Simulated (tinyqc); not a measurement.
Worked calculation: FCI on RHF in the sto-6g basis, frozen core, for OH-, spin multiplicity 1. The basis has no diffuse functions, so it cannot describe the extra electron: this is an exercise in the method, not the real anion. One step of it, computed by the program tinyqc.

Question. FCI: roots. Diagonalise (each vector has its largest component positive (the first on a tie)); all determinants have Ms = 0, so triplets appear too. The lowest singlet root is the correlation energy.

Occupation strings over the orbitals (2 doubly, a alpha, b beta, 0 empty; spin orbitals ordered 1a 1b 2a 2b ...): 222220 22a22b 2a222b 22b22a 2b222a 222202 222022 220222 2ab222 2ba222 202222

H - E(HF) between determinants (hartree), lower triangle:
```
           222220     22a22b     2a222b     22b22a     2b222a     222202     222022     220222
222220   0.000000
22a22b   0.000000   0.428255
2a222b   0.000000   0.017694   0.955638
22b22a   0.000000  -0.188242  -0.011618   0.428255
2b222a   0.000000  -0.011618  -0.115549   0.017694   0.955638
222202   0.037907  -0.016396  -0.025494   0.016396   0.025494   0.479274
222022   0.037907  -0.016396  -0.025494   0.016396   0.025494   0.047461   0.479274
220222   0.188242   0.131218   0.094259  -0.131218  -0.094259   0.022889   0.022889   0.995558
2ab222  -0.011618  -0.094259   0.084677   0.066120  -0.061869   0.034194   0.034194  -0.057150
2ba222   0.011618   0.066120  -0.061869  -0.094259   0.084677  -0.034194  -0.034194   0.057150
202222   0.115549  -0.061869   0.008769   0.061869  -0.008769   0.163758   0.163758   0.099667

           2ab222     2ba222    202222
2ab222   1.346571
2ba222  -0.099667   1.346571
202222   0.047874  -0.047874  2.015292
```

Give: lowest roots of this matrix, relative to E(HF); lowest vectors; <S^2> of these roots; weight of the ground state by excitation level 0, 1, 2, ....

Answer.

lowest roots of this matrix, relative to E(HF) (hartree): -0.0429  0.2392  0.4318  0.4727  0.5303  0.8389  0.8886  1.2156

lowest vectors:
```
         root 1   root 2   root 3   root 4
222220   0.9795   0.0000   0.0000   0.0046
22a22b   0.0313   0.7068   0.0000   0.2261
2a222b   0.0119  -0.0079   0.0000   0.0814
22b22a  -0.0313   0.7068   0.0000  -0.2261
2b222a  -0.0119  -0.0079   0.0000  -0.0814
222202  -0.0450   0.0000   0.7071   0.6469
222022  -0.0450   0.0000  -0.7071   0.6469
220222  -0.1814   0.0000   0.0000  -0.1865
2ab222   0.0061   0.0199   0.0000  -0.0261
2ba222  -0.0061   0.0199   0.0000   0.0261
202222  -0.0376   0.0000   0.0000  -0.1068
```

<S^2> of these roots: 0.0000  2.0000  0.0000  0.0000  0.0000  2.0000  0.0000  0.0000

weight of the ground state by excitation level 0, 1, 2, ...: 0.9593  0.0022  0.0384
